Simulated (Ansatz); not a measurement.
Start from `ClCCCCl` and change one atom or group to get `ClCC(Cl)CCl`.

Ansatz, PBE0-D4/def2-TZVP geometries, multiplicity 1. Each molecule was computed in one conformer, which needn't be the lowest.

| property | `ClCCCCl` |
| --- | --- |
| LUMO energy (PBE0/def2-TZVPP) / eV | 0.51 |
| HOMO–LUMO gap (PBE/def2-TZVPP) / eV | 6.39 |
| HOMO energy (ωB97M-V/def2-TZVPP) / eV | -10.59 |
| HOMO energy (B3LYP/def2-TZVPP) / eV | -8.05 |
| HOMO–LUMO gap (B3LYP/def2-TZVPP) / eV | 8.26 |
| size of the dipole moment (B3LYP/def2-TZVPP) / D | 2.03 |

(1) What does the change do to each property? (An estimate is asked.)

Results:

(1) Ansatz gave: 
| property | `ClCC(Cl)CCl` | shift |
| --- | --- | --- |
| LUMO energy (PBE0/def2-TZVPP) / eV | 0.01 | -0.50 |
| HOMO–LUMO gap (PBE/def2-TZVPP) / eV | 5.98 | -0.41 |
| HOMO energy (ωB97M-V/def2-TZVPP) / eV | -10.83 | -0.24 |
| HOMO energy (B3LYP/def2-TZVPP) / eV | -8.28 | -0.23 |
| HOMO–LUMO gap (B3LYP/def2-TZVPP) / eV | 8.02 | -0.24 |
| size of the dipole moment (B3LYP/def2-TZVPP) / D | 1.58 | -0.45 |

With PBE0 the HOMO falls by 0.23 eV and the LUMO falls by 0.50 eV, so the gap narrows by about 0.27 eV. PBE moves the HOMO by -0.22 eV and ωB97M-V by -0.24 eV. Dipoles are sizes alone; their direction can turn.

B3LYP here is the variant with VWN-RPA as its local correlation; programs differ in this.
